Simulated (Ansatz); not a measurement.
Compare A (`CCC1=NC1`) with its isomer B (`C=NC(=C)C`).

Isolated molecules relaxed with PBE0-D4/def2-TZVP in Ansatz; ΔE leaves out vibrations. CCSD(T)/CBS adds triple-zeta CCSD(T) − MP2 to the extrapolated MP2 energy (def2 sets, frozen cores). Functionals use def2-TZVPP. B3LYP here is the variant with VWN-RPA as its local correlation; programs differ in this. One conformer a species, not always the lowest.

A:

```xyz
12

C    -1.466    0.629   -0.146
C    -0.513   -0.394   -0.752
C     0.682   -0.594    0.082
N     1.327   -1.484    0.673
C     1.827   -0.046    0.774
H    -0.969    1.590   -0.001
H    -1.838    0.292    0.824
H    -2.324    0.786   -0.802
H    -1.004   -1.360   -0.895
H    -0.179   -0.046   -1.736
H     1.714    0.439    1.741
H     2.742    0.189    0.236
```

B:

Z-matrix (Å, degrees):
```
C
C 1 1.493
H 1 1.094 2 110.5
H 1 1.089 2 111.2 3 -120.9
H 1 1.093 2 110.0 3 117.9
N 2 1.401 1 113.6 3 -62.8
C 2 1.334 1 124.2 3 121.5
C 6 1.260 2 119.5 1 127.1
H 7 1.082 2 120.8 1 0.1
H 7 1.083 2 121.2 1 176.5
H 8 1.089 6 119.2 2 177.2
H 8 1.097 6 122.7 2 -2.9
```

**Question.** Which isomer does CCSD(T)/CBS put lower? Give the gap. (An estimate is asked.)

**Answer.** Ansatz gave: B, by 14.8 kcal/mol.

**Question.** Give E(B) − E(A) in kcal/mol with HF/def2-TZVPP, PBE-D4, r2SCAN-D4, PBE0-D4, CCSD(T)/def2-TZVPP, B2PLYP, B3LYP. (An estimate is asked.)

**Answer.** Computed: HF/def2-TZVPP -17.2, PBE-D4 -13.6, r2SCAN-D4 -14.3, PBE0-D4 -12.5, CCSD(T)/def2-TZVPP -14.4, B2PLYP -15.4, B3LYP -16.7. None reverses the order clearly.

Largest T1 diagnostic: 0.012.

From PBE to PBE0 (25 % exact exchange), in def2-TZVPP and without D4, E(B) − E(A) moves by +1.0 kcal/mol. In def2-TZVPP, CCSD(T) changes the Hartree–Fock value by +2.7 kcal/mol (the triples alone add −0.2 kcal/mol) and MP2 by +5.2 kcal/mol.
